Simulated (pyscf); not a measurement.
Structures and frequencies: ωB97X-D3(BJ)/def2-SVP in PySCF. Correlated levels are frozen-core, on RHF or UHF. ΔMP2 is the change of the MP2 total energy from the triple- to the quadruple-zeta basis.

Question: What is the homolytic dissociation enthalpy (298 K, CCSD(T)/def2-TZVPP + ΔMP2(QZVPP)) of the C–H bond of `[C]1[CH2][O]1` [singlet], to cyclic C₂HO (SMILES [C]1=CO1) [doublet] + H•?

Answer: C–H to cyclic C₂HO (SMILES [C]1=CO1) [doublet] + H•: 407.6 kJ/mol. The radicals are drawn with the spin at the cut bond; how far it spreads was not checked. cyclic C₂H₂O (SMILES [C]1CO1) [singlet] lies 258.3 kJ/mol over its isomer H₂C=C=O, and others may lie lower still (electronic energy, ωB97M-D3(BJ)). cyclic C₂HO (SMILES [C]1=CO1) [doublet] lies 216.6 kJ/mol over its isomer •HC=C=O, and others may lie lower still (electronic energy, ωB97M-D3(BJ)). The CCSD(T) − MP2 part came from Ansatz, without density fitting, on the same reference.
